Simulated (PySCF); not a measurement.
# Chlorine: a sound run and one with changed settings

Sound run: Cl [Ne] 3s2 3p5, Cl⁺ [Ne] 3s2 3p4. Computed with PySCF 2.14 in x2c-SVPall (4s3p1d, 18 functions), with scalar relativity by spin-free X2C-1e. In the sound run the correlated levels freeze [Ne]. The sound run starts from symmetry-adapted Hartree-Fock orbitals and uses a fine grid where one is needed.

A second run was set up differently.

```csv
species,method,sound run (hartree),changed run (hartree),converged
Cl,MP2,-460.82149,-460.78429,yes
Cl,CCSD(T),-460.83918,-460.79476,yes
Cl⁺,MP2,-460.36910,-460.32342,yes
Cl⁺,CCSD(T),-460.38921,-460.33275,yes
```

Ionisation energy of Cl:

```json
{"method": "UHF", "sound run (eV)": "11.764", "changed run (eV)": "11.764"}
{"method": "MP2", "sound run (eV)": "12.310", "changed run (eV)": "12.541"}
{"method": "SCS-MP2", "sound run (eV)": "12.295", "changed run (eV)": "12.596"}
{"method": "CCSD", "sound run (eV)": "12.245", "changed run (eV)": "12.567"}
{"method": "CCSD(T)", "sound run (eV)": "12.244", "changed run (eV)": "12.572"}
```

Problem. What was changed?
A. basis contracted for another Hamiltonian
B. minimal basis
C. a valence shell is frozen
D. all electrons correlated in a valence basis

Solution. C. Freezing a valence shell removes pair correlation that changes on ionisation.
